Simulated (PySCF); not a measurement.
# Where the electron goes

Species: C₅H₅N.
Structure used (GFN2-xTB), in Å, numbered top down from 1:
```
atom  x, y, z in Å
N1    -1.5618    2.0321    1.6112
C2    -1.2708    1.0259    1.1528
C3    -0.8827   -0.2253    0.5531
C4     0.0379    0.0185   -0.6404
C5     1.5124    0.1896   -0.4347
C6     1.1422   -0.9459   -0.9478
H7    -1.7872   -0.7543    0.2367
H8    -0.3695   -0.8281    1.3079
H9    -0.4520    0.5525   -1.4512
H10    2.2675    0.8483   -0.0847
H11    1.3694   -1.9107   -1.3288
```

Level of theory: TDDFT CAM-B3LYP/def2-SVPD, vertical, gas phase, core orbitals frozen in the response (PySCF 2.14.0, density-fitted response routines).

Frontier orbitals with the atoms that hold most of them (Löwdin shares over 4%, at most four atoms; ? is withheld):

```
orbital  ε (eV)                           atoms
 HOMO-3  -11.00    N1 40%, C2 31%, C3 7%, C5 7%
 HOMO-2  -10.81    N1 42%, C2 32%, C3 9%, C4 4%
 HOMO-1  -10.27   C4 33%, C5 18%, C6 18%, N1 6%
   HOMO   -9.26                               ?
   LUMO       ?                               ?
 LUMO+1    1.27  C6 18%, C3 18%, C2 14%, H7 11%
 LUMO+2    1.82  C6 28%, H11 28%, C2 12%, C5 7%
```

Q: Give the leading atoms of the HOMO.

A: C6 (bonded to 2 C and H) 29%; C5 (bonded to 2 C and H) 28%; C4 (bonded to 3 C and H) 15%; C3 (bonded to 2 C and 2 H) 9%.

Q: Which atoms hold the LUMO, and with what shares?

A: C6 (bonded to 2 C and H) 35%; C5 (bonded to 2 C and H) 35%; H11 (bonded to C) 8%; H10 (bonded to C) 7%. By element: carbon 70% or more, hydrogen 15% or more.

Q: What is the LUMO energy, and the HOMO–LUMO gap?

A: ε(LUMO) = 0.52 eV; the gap is 9.78 eV (0.3595 hartree).

Q: How does S1 compare with the orbital gap of 9.78 eV?

A: S1 is at 6.43 eV (f = 0.0047), 3.35 eV below the gap, made of HOMO-1→LUMO (83%), HOMO→LUMO (8%). Its leading pair isn't HOMO and LUMO; the energies of that pair differ by 10.79 eV. 

Q: One configuration dominates each of S1, S2 and S4. Which, and how do the shares of the two leading atoms of either orbital change from the occupied to the empty one?

A: 
- S1 (6.43 eV, f 0.0047), HOMO-1→LUMO (83%): C4 33% → at most 8%, C5 18% → 35%, C6 18% → 35%
- S2 (6.51 eV, f 0.062), HOMO→LUMO (87%): C6 29% → 35%, C5 28% → 35%
- S4 (7.57 eV, f 0.017), HOMO→LUMO+1 (86%): C6 29% → 18%, C5 28% → at most 12%, C3 9% → 18%

One conformer stands for the species.
